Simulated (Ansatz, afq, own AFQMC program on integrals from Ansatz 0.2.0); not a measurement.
**SiGeH3, doublet in cc-pVDZ, levels against AFQMC with the constraint released**

```xyz
5

Si    0.0000    0.0383    2.6762
Ge    0.0000   -0.0366   -1.1190
H     0.0000    1.2059    3.6053
H     0.0000   -1.1892    3.5239
H     0.0000    1.5573   -1.0559
```

Connectivity, by distances: SiH2 ··· GeH.

Basis cc-pVDZ. Only valence electrons are correlated. Integrals, coupled cluster, full CI and functionals: Ansatz 0.2.0; the random walks run on the same integrals in our own AFQMC program. ph-AFQMC/CISD is guided by a CISD state made of CCSD amplitudes; releasing the constraint for a short imaginary time cuts its bias at the price of noise, slowly where states lie close. Error bars are statistical, one sigma. No spin–orbit coupling.

Determinant: ROHF, the one that the program's search chose, which needn't be the lowest solution. The geometry is a point of a scan.

No full CI on the walks' own integrals is used here. The released AFQMC energy serves as the reference, which it does only where one determinant dominates, the energy is flat over the last release times and near the phaseless one (40 meV or 2 meV an electron, half that with transition metals). On small molecules, where full CI could be run and the noise was under 10 meV, such values lay within 10 meV of it in 19 cases of 20, a flattering rate, since the rule was set on those same cases; what remains of the bias isn't in the error bar.

Cautions: no relativity below Rb; no spin-orbit coupling; inner d shell frozen; higher spins were not checked; a spin-contaminated unrestricted determinant lies lower (UHF 214 meV lower, ⟨S²⟩ 1.20); the released value is read at 2.40 1/Eh with a noise of 17 meV, more than in the cases checked (meV from the phaseless value at times in 1/Eh: 4 ± 12 at 0.24, -3 ± 18 at 0.51, 30 ± 17 at 0.99, -7 ± 18 at 1.62, 6 ± 17 at 2.40).

```
T1 diagnostic                               : 0.0196
weight of the determinant in the CISD state : 0.851
size of the correlated space                : 11 electrons in 41 orbitals
```

```json
{"level": "MP2", "correlation energy (eV)": "-4.1914"}
{"level": "CCSD", "correlation energy (eV)": "-5.5029"}
{"level": "CCSD(T)", "correlation energy (eV)": "-5.6199"}
```

Estimate where phaseless AFQMC with a CISD trial lies against CCSD(T) on the same integrals.

51.5 ± 11.0 meV below CCSD(T).

Reference: AFQMC with the constraint released, correlation energy -5.665 ± 0.017 eV.

```json
{"level": "CCSD(T)", "E − E(reference) (meV)": "45.4 ± 17.0", "share of correlation (%)": "99.20"}
{"level": "ph-AFQMC/CISD", "E − E(reference) (meV)": "-6.1 ± 20.2", "share of correlation (%)": "100.11"}
```

A walk keeps the symmetry of its determinant, which the program's search chose and which needn't be the lowest solution, so a lower state of the same spin and another symmetry isn't excluded. Released energies are given only where the last usable release times agree within the noise; a slower fall can still hide under it.
